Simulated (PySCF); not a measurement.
# trans-2-pentenal (CC/C=C/C=O, C$_{5}$H$_{8}$O)

Molfile (atoms numbered from 1):
```
C5H8O
     RDKit          3D

 14 13  0  0  0  0  0  0  0  0999 V2000
   -1.9978   -0.5452   -0.6966 C   0  0  0  0  0  0  0  0  0  0  0  0
   -1.1490   -0.0104    0.4547 C   0  0  0  0  0  0  0  0  0  0  0  0
    0.3079   -0.2484    0.2519 C   0  0  0  0  0  0  0  0  0  0  0  0
    1.2646    0.6901    0.1866 C   0  0  0  0  0  0  0  0  0  0  0  0
    2.6690    0.3254   -0.0308 C   0  0  0  0  0  0  0  0  0  0  0  0
    3.5810    1.1116   -0.1026 O   0  0  0  0  0  0  0  0  0  0  0  0
   -1.8466   -1.6269   -0.8383 H   0  0  0  0  0  0  0  0  0  0  0  0
   -1.7409   -0.0455   -1.6429 H   0  0  0  0  0  0  0  0  0  0  0  0
   -3.0682   -0.3798   -0.5047 H   0  0  0  0  0  0  0  0  0  0  0  0
   -1.3332    1.0655    0.6018 H   0  0  0  0  0  0  0  0  0  0  0  0
   -1.4563   -0.5133    1.3899 H   0  0  0  0  0  0  0  0  0  0  0  0
    0.6146   -1.2981    0.1304 H   0  0  0  0  0  0  0  0  0  0  0  0
    1.0416    1.7574    0.2919 H   0  0  0  0  0  0  0  0  0  0  0  0
    2.8462   -0.7794   -0.1314 H   0  0  0  0  0  0  0  0  0  0  0  0
  1  2  1  0
  2  3  1  0
  3  4  2  0
  4  5  1  0
  5  6  2  0
  1  7  1  0
  1  8  1  0
  1  9  1  0
  2 10  1  0
  2 11  1  0
  3 12  1  0
  4 13  1  0
  5 14  1  0
M  END
```

Method used: PySCF, TDDFT CAM-B3LYP/def2-TZVPD excited states, vertical, gas phase. Geometry: PBE0-D3(BJ)/def2-SVP.

Task: How strongly do the lowest singlets absorb one photon, and two photons of half the energy?

Result: δ for parallel linear polarisation; σ at the peak of a Lorentzian of half width 0.1 eV, single beam; Ω is circular over linear.
```csv
state,E (eV),f,photon λ (nm),δ (au),σ (GM),Ω,main
S1,3.92,0.000,632,<0.1,0.00,–,HOMO→LUMO 0.91
S2,6.11,0.581,406,144,1.97,0.59,HOMO−1→LUMO 0.93
S3,7.08,0.002,350,8.81,0.16,1.26,"HOMO→LUMO+5 0.51, HOMO→LUMO+6 0.19"
S4,7.12,0.055,348,79.7,1.48,1.23,"HOMO→LUMO+3 0.26, HOMO→LUMO+1 0.26"
S5,7.42,0.011,334,69.2,1.40,0.54,"HOMO−1→LUMO+1 0.59, HOMO−2→LUMO 0.12"
S6,7.46,0.004,333,10.3,0.21,0.81,"HOMO−2→LUMO 0.42, HOMO−1→LUMO+1 0.19"
```

Among these, the strongest one-photon state is S2, the strongest two-photon state S2, with a dipole change of 2.2 D (relaxed, norm of the difference vector).
